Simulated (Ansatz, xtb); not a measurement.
**CHOS+: 3 structures ranked**

3 gas-phase structures of CHOS+, found in a search over its isomers (lower ones may exist). Each was relaxed with GFN2-xTB:

A. `O=C=[SH+]`, a singlet
B. `C1=[S+]O1`, a singlet
C. a singlet given by its coordinates

C (Å):

```xyz
4

C    -0.3979   -1.0009   -0.3454
O     0.1809   -0.7472   -1.3924
S    -0.9530   -1.3578    1.0093
H    -0.2247   -0.4065   -2.2164
```

Close contacts (Å): C1–O2 1.22, C1–S3 1.51, O2–H4 0.98.

**Question.** Make a reasoned guess at their ranking by r2SCAN-D4/def2-SVP single-point energy.

**Answer.** Calculated order at r2SCAN-D4/def2-SVP: A (0.0), C (0.2), B (60.2) kcal/mol. Less than 1 kcal/mol parts A and C, so the order within that pair means little.

Energies above the lowest of each column, in kcal/mol; the last columns are at PBE0-D4/def2-TZVP geometries:

```tsv
structure	GFN2-xTB	HF/STO-3G	r2SCAN-D4/def2-SVP	PBE0-D4/def2-TZVP	CCSD(T)/def2-TZVPP
A	8.0	0.0	0.0	0.0	0.0
C	0.0	8.0	0.2	2.7	3.7
B	47.7	62.0	60.2	56.8	56.8
```

CCSD(T)/def2-TZVPP puts A lowest; GFN2-xTB picks C. Large T1 diagnostics make some coupled-cluster values less sure.

Programs: Ansatz 0.2.0, xtb 6.7.1.
